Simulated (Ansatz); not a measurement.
Reaction (formal exchange of groups at a C–C bond): `CC(C)C#N` + `CCS` → `CC(C)CCS` + `C#N`

Isolated molecules relaxed with PBE0-D4/def2-TZVP in Ansatz; ΔE leaves out vibrations. CCSD(T)/CBS adds triple-zeta CCSD(T) − MP2 to the extrapolated MP2 energy (def2 sets, frozen cores). This one scheme is used for every species. DFT in def2-TZVPP. HSE06 is defined as in plane-wave codes. Each species was taken in one conformer, which may not be the lowest.

```tsv
level	ΔE (kJ/mol)	difference from CCSD(T)/CBS
r2SCAN-D4	41.7	10.1
HSE06-D4	41.8	10.2
ωB97X-V	37.7	6.1
ωB97M-V	35.2	3.6
PBE0	48.0	16.4
MP2/def2-SVP	28.4	-3.2
CCSD/def2-TZVPP	34.1	2.5
HF/def2-QZVPP	55.9	24.3
SCS-MP2/def2-QZVPP	35.1	3.5
HF/CBS(def2)	56.0	24.4
CCSD(T)/CBS	31.6	0
```

Largest T1 diagnostic among the species: 0.014.

From BLYP to BHLYP (50 % exact exchange), in def2-TZVPP and without D4, ΔE moves by −3.5 kJ/mol. In def2-TZVPP, CCSD(T) changes the Hartree–Fock value by −23.7 kJ/mol (the triples alone add −2.6 kJ/mol) and MP2 by −23.7 kJ/mol.
